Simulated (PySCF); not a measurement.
Species: CH3O (charge -1).
Cartesian coordinates in Å at the GFN2-xTB level; atoms count from 1:
```xyz
5
CH3O angstrom
C      0.0443   -0.0029   -0.0083
O      1.3248   -0.1099   -0.1568
H     -0.3582   -0.2161    1.0549
H     -0.4038    1.0375   -0.2420
H     -0.5984   -0.7058   -0.6651
```

The closed-shell ground state was solved at several levels (PySCF, density fitting, gas phase, non-relativistic). Where the HOMO energy is positive, the finite basis confines the outermost electrons. No diffuse functions stand in pcJ-1 and pcSseg-1, which bears on an anion's orbital energies.

```csv
level,basis functions,total energy (Eh),HOMO (eV),LUMO (eV),gap (eV)
PBE0/pcSseg-1,49,-114.9405,1.47,7.20,5.73
CAM-B3LYP/def2-SVPD,67,-114.9768,-0.70,6.15,6.85
```

Question: What might B3LYP/pcJ-1 (84 basis functions) give for the same quantities?

Answer: Total energy -115.0936 Eh, HOMO 1.68 eV, LUMO 6.95 eV, gap 5.27 eV.

Question: Over all these levels, which gives the widest orbital gap and which the narrowest?

Answer: CAM-B3LYP/def2-SVPD (range-separated hybrid) has the widest, 6.85 eV, and B3LYP/pcJ-1 (global hybrid, 20 % exact exchange) the narrowest, 5.27 eV. Functional and basis both differ between the two, so the spread mixes both effects.
